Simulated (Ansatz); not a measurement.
**C2H5N: up Jacob's ladder to CCSD(T)**

An exercise on one series of results from a longer session: the logs are not shown, and one member is left open.

Computed with Ansatz 0.2.0, Gaussian basis. Level: functionals in def2-TZVPP, the program's frozen cores in correlated methods.

The runs, in order: LDA (SPW92), PBE-D4, revPBE-D4, BLYP-D4, r2SCAN-D4, B97M-V, PBE0-D4, B3LYP-D4, r2SCANh-D4, r2SCAN0-D4, HSE06-D4, BHLYP-D4, CAM-B3LYP-D4, LC-ωPBE, ωB97X-V, ωB97M-V, B2PLYP, PBE-QIDH; CCSD(T)/def2-SVP; CCSD(T)/def2-TZVPP; CCSD(T)/def2-QZVPP; extrapolation to the limit; RPA on PBE.

### Structure used throughout

All runs share one geometry, relaxed beforehand with PBE0-D4 in a triple-zeta def2 set.

SMILES `C=NC`, 8 atoms, charge 0, spin multiplicity 1.

Atoms are counted from 1 here; the program's logs count them from 0.

Bond lengths: C1–N2 1.257 Å, C1–H4 1.100 Å, C1–H5 1.090 Å, N2–C3 1.439 Å, C3–H6 1.100 Å, C3–H7 1.093 Å, C3–H8 1.093 Å. Angles: N2–C1–H4 123.2°, N2–C1–H5 119.4°, H4–C1–H5 117.3°, C1–N2–C3 117.9°, N2–C3–H6 113.7°, N2–C3–H7 109.0°, N2–C3–H8 109.1°, H6–C3–H7 109.1°, H6–C3–H8 109.1°, H7–C3–H8 106.7°.

The first run:

The input, in.yaml:

```yaml
crystal:
  periodic: [false, false, false]
  atoms:
    - {symbol: C, position_ang: [-0.710317, 0.748610, -0.789330]}
    - {symbol: N, position_ang: [0.446016, 0.313396, -0.558392]}
    - {symbol: C, position_ang: [0.623745, -0.564042, 0.568128]}
    - {symbol: H, position_ang: [-1.585238, 0.492246, -0.173893]}
    - {symbol: H, position_ang: [-0.872636, 1.413764, -1.636931]}
    - {symbol: H, position_ang: [-0.302901, -0.759241, 1.127713]}
    - {symbol: H, position_ang: [1.036219, -1.514106, 0.217977]}
    - {symbol: H, position_ang: [1.365122, -0.130637, 1.244728]}
basis:
  gaussian: {orbitals: def2-TZVPP}
hamiltonian: {xc: lda}
output: {orbitals: {seedname: orbitals}}
```

Launch:

```bash
$ ansatz run in.yaml --threads 2 --pin off --events-out ev --progress --plain --max-ram 32768MiB --backend cpu
```

Steps of the session up to this table: LDA; PBE-D4 (GGA); revPBE-D4 (GGA); BLYP-D4 (GGA); r2SCAN-D4 (meta-GGA); B97M-V (meta-GGA); PBE0-D4 (hybrid); B3LYP-D4 (hybrid); r2SCANh-D4 (hybrid); r2SCAN0-D4 (hybrid); HSE06-D4 (hybrid); BHLYP-D4 (hybrid); CAM-B3LYP-D4 (range-separated); LC-ωPBE (range-separated); ωB97X-V (range-separated); ωB97M-V (range-separated); B2PLYP (double hybrid); PBE-QIDH (double hybrid).

One table of the session follows, with a row left open; its other results are not shown here.

It belongs to the step «Frontier levels by functional». 

```
  functional  HOMO (eV)  gap (eV)
 LDA (SPW92)      -5.93      4.28
      PBE-D4      -5.86      4.44
   revPBE-D4      -5.82      4.49
     BLYP-D4      -5.78      4.48
   r2SCAN-D4      -6.16      5.00
      B97M-V      -6.37      5.28
     PBE0-D4      -7.35      7.08
    B3LYP-D4      -7.13      6.58
  r2SCANh-D4      -6.72      5.97
  r2SCAN0-D4      -7.56      7.44
    HSE06-D4      -6.94      6.29
    BHLYP-D4          ?         ?
CAM-B3LYP-D4      -8.80      9.71
     LC-ωPBE     -10.12     12.30
     ωB97X-V      -9.81     11.90
     ωB97M-V      -9.74     11.70
```

Estimate the missing values for BHLYP-D4.

Worked estimate for «HOMO (eV)». Against the share of exact exchange, BLYP-D4 (0, -5.78), B3LYP-D4 (0.2, -7.13) give a slope of -6.75 per unit share; at 0.5 the line stands at -9.15.

As computed: HOMO (eV): -8.81; gap (eV): 9.74. In «HOMO (eV)» the line misses by -0.34.
